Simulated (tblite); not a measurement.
Compound: C2H4F2S.
Atom-mapped SMILES: `[F:1][CH:2]([F:3])[CH2:4][SH:5]` (hydrogens: H6 on C2; H7, H8 on C4; H9 on S5)

Computed with GFN2-xTB (tblite), gas phase: Langevin dynamics at 300 K from the optimised GFN2-xTB geometry, time step 0.5 fs, friction 0.01 fs⁻¹, 2000 steps. The instantaneous temperature is 2·E(kin)/(3Nk) with all 3N coordinates.

```csv
t (fs),T (K),E(pot) above start (eV),F1–C2 (Å),C2–F3 (Å),C2–C4 (Å),C4–S5 (Å),C2–H6 (Å),F1–C2–C4–S5 (°)
0,279,0.000,1.357,1.349,1.520,1.829,1.103,61
50,182,0.263,1.353,1.309,1.526,1.836,1.088,61
100,327,0.361,1.375,1.366,1.462,1.813,1.131,51
150,330,0.315,1.363,1.369,1.543,1.805,1.171,76
200,266,0.224,1.337,1.344,1.557,1.836,1.095,82
250,294,0.474,1.378,1.410,1.517,1.811,1.078,82
300,482,0.325,1.303,1.325,1.572,1.740,1.102,80
350,315,0.313,1.387,1.331,1.511,1.760,1.100,77
400,306,0.283,1.339,1.419,1.475,1.784,1.106,60
450,236,0.423,1.385,1.288,1.560,1.733,1.097,58
500,265,0.314,1.367,1.444,1.482,1.769,1.067,61
550,300,0.233,1.396,1.380,1.521,1.791,1.090,76
600,330,0.201,1.326,1.299,1.549,1.820,1.126,83
650,201,0.321,1.340,1.427,1.493,1.853,1.085,64
700,381,0.335,1.414,1.316,1.615,1.823,1.116,74
750,306,0.189,1.329,1.359,1.517,1.838,1.096,77
800,392,0.144,1.389,1.397,1.505,1.796,1.089,60
850,410,0.225,1.323,1.318,1.552,1.795,1.148,50
900,367,0.313,1.318,1.400,1.499,1.849,1.081,39
950,232,0.358,1.375,1.373,1.563,1.779,1.058,25
1000,375,0.348,1.325,1.357,1.520,1.789,1.175,35
```

Question: From 500 fs on, how do temperature and potential energy compare with equipartition?

Answer: The mean temperature of these 11 frames is 324 K against the target 300 K, and the mean potential energy 0.27 eV against 21 × kT/2 = 0.27 eV for 21 classical harmonic modes. For 9 atoms in a canonical ensemble the temperature itself scatters by T·√(2/(3N)) = 82 K; here its standard deviation is 66 K. The whole run lasts only 10 friction times of 100 fs, so these averages carry a wide statistical error.

Question: What are the kinetic and total energies of the listed frame with the highest potential energy?

Answer: The one at 250 fs, 0.474 eV above the start. Its kinetic energy is 3NkT/2 = 0.342 eV at 294 K, so the sum is 0.82 eV; over the listed frames the sum runs from 0.32 to 0.89 eV, since the thermostat adds and removes energy.

Question: How much do the listed bonds fluctuate from 500 fs on?

Answer: 
```csv
bond,at the start (Å),mean (Å),standard deviation (Å)
F1–C2,1.357,1.355,0.033
C2–F3,1.349,1.370,0.044
C2–C4,1.520,1.529,0.037
C4–S5,1.829,1.809,0.027
C2–H6,1.103,1.103,0.034
```

The motion is classical and holds no zero-point motion.

The cost below is that of the whole dynamics run. Time: 5.7 s wall; peak memory 0.18 GiB. Hardware: an Intel Xeon Platinum 8488C with one thread, no GPU, shared host with 192 logical CPUs at a one-minute load of 51.
